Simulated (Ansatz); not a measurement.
# NO2: the cost of one run

Computed with Ansatz 0.2.0, Gaussian basis. Level: def2-QZVPP, core rule «outside noble gas», up to 3 orbitals frozen.

The runs, in order: UHF; ROHF; CCSD(T) on UHF.

### 1 The geometry

The geometry is a PBE0/def2-TZVP stationary point (not a proven minimum) of the parent state, kept for this charge and spin.

3 atoms, charge 0, spin multiplicity 2.

Atoms are counted from 1 here; the program's logs count them from 0.

Bond lengths: O1–N2 1.281 Å, N2–O3 1.281 Å. Angles: O1–N2–O3 113.4°.

Geometry (Å):

| atom | x (Å) | y (Å) | z (Å) |
| --- | --- | --- | --- |
| O1 | 0.0000 | -0.2140 | 1.0706 |
| N2 | 0.0000 | 0.4888 | 0.0000 |
| O3 | 0.0000 | -0.2140 | -1.0706 |

### 2 UHF

in.yaml reads:

```yaml
crystal:
  periodic: [false, false, false]
  atoms:
    - {symbol: O, position_ang: [0.000000, -0.213966, 1.070604]}
    - {symbol: N, position_ang: [0.000000, 0.488812, 0.000000]}
    - {symbol: O, position_ang: [0.000000, -0.213966, -1.070604]}
basis:
  gaussian: {orbitals: "def2-QZVPP.json"}
magnetization: {spin_polarized: true, initial_magnetization: 1}
hamiltonian: {xc: hf}
output: {orbitals: {seedname: orbitals}}
```

Started as:

```sh
$ ansatz run in.yaml --threads 1 --pin off --events-out ev --progress --plain --max-ram 2393MiB
```

**Question.** How long does this run take on 1 thread of Arm Neoverse V1, shared host, and how much memory does it need?

About 32 s, with a peak of 0.31 GiB.
